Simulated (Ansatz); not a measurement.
hcp Mg was calculated with PBEsol-D3(BJ) (Ansatz, a program for electronic structure, PAW).

Output (set-up and result lines):

```
Relaxation: its limit of steps is 80 (relax.max_steps)
Crystal: 2 atoms, lattice volume = 44.399 Å³
Basis set: ecut = 520 eV, 1165 PW (Γ), exchange–correlation on 48×48×80 points (8 copies of the dense FFT grid, shifted against one another)
Bands: 14, of which v1, the nominal top of the filled ones, is band 10 counted from 1 (9 counted from 0)
Symmetry: 24 space group operations
Space group: P63/mmc (ITA 194), of the structure as read, at distance tolerance 3.5e-5 Å
k-points: 259 of 3888
Functional: x = pbesol(κ = 0.804, μ = 0.12345679012345678), c = pbesol(β = 0.046)
SCF iter   1: F=—  HF=-3824.649383 eV  |F-HF|=—  |Δ(HF+E_count)|=         —  Δρ=2.13e-3  dr2=1.01e-3
SCF iter   2: F=—  HF=-3824.648099 eV  |F-HF|=—  |Δ(HF+E_count)|=   1.28e-3  Δρ=9.62e-4  dr2=2.86e-4
  ...
SCF 1 converged in 6 iterations: F = -3824.647968 eV  dr2 = 1.85e-11
Crystal: 2 atoms, lattice volume = 44.399 Å³
Initial density: handed on by an earlier stage of this run
SCF iter   2: F=—  HF=-3824.647968 eV  |F-HF|=—  |Δ(HF+E_count)|=   1.86e-5  Δρ=1.49e-7  dr2=2.69e-12
SCF iter   3: F=-3824.647968 eV  HF=-3824.647968 eV  |F-HF|=0.00e0  |Δ(HF+E_count)|=  4.09e-12  Δρ=8.08e-8  dr2=7.52e-13
SCF 2 converged in 3 iterations: F = -3824.647968 eV  dr2 = 7.52e-13
SCF converged after 3 iterations
Free energy (F): -3824.647968 eV
Internal energy: -3824.641500 eV  (E = F + TS)
E sigma→0 (E₀):  -3824.644734 eV
Fermi energy:    5.864178 eV
--- Forces (eV/Å), atoms counted from 1 ---
  atom   1  Mg     0.00000000     0.00000000     0.00000000
  atom   2  Mg    -0.00000000    -0.00000000    -0.00000000
--- Stress (GPa, compression-positive) ---
       -1.512693       0.000000       0.000000
        0.000000      -1.512693      -0.000000
        0.000000      -0.000000      -1.497602
  P = ⅓ Tr σ = -1.5077 GPa (-15.077 kbar)
```

### Question
Write an input file that could have produced this run (the log leaves some choices open).

### Answer
This is not unique; one that fits is 
Ansatz 0.2 input:
```yaml
crystal:
  lattice:
    - [1.581116468, -2.7385740553, 0.0]
    - [1.581116468, 2.7385740553, 0.0]
    - [0.0, 0.0, 5.1268917192]
  atoms:
    - { symbol: Mg, position: [0.3333333333, 0.6666666667, 0.25] }
    - { symbol: Mg, position: [0.6666666667, 0.3333333333, 0.75] }
basis:
  ecutwfc: 520
  ecutrho_ratio: 4
  xc_grid: 2
kpoints:
  mp_grid: { grid: [18, 18, 12] }
hamiltonian:
  xc: pbesol
  dispersion: d3bj
  pseudopotentials: { kind: paw }
scf:
  occupations: { method: fermi_dirac, width: 0.05 }
output:
  forces: true
  stress: true
  eigenvalues: true
relax:
  f_tol: 0.004
  escape_saddle: false
  max_steps: 80
  cell: { stress_tol: 0.02, fix: [volume] }
```

The cell is one volume of an energy–volume scan, off the minimum.

The PAW data were made under PBE.
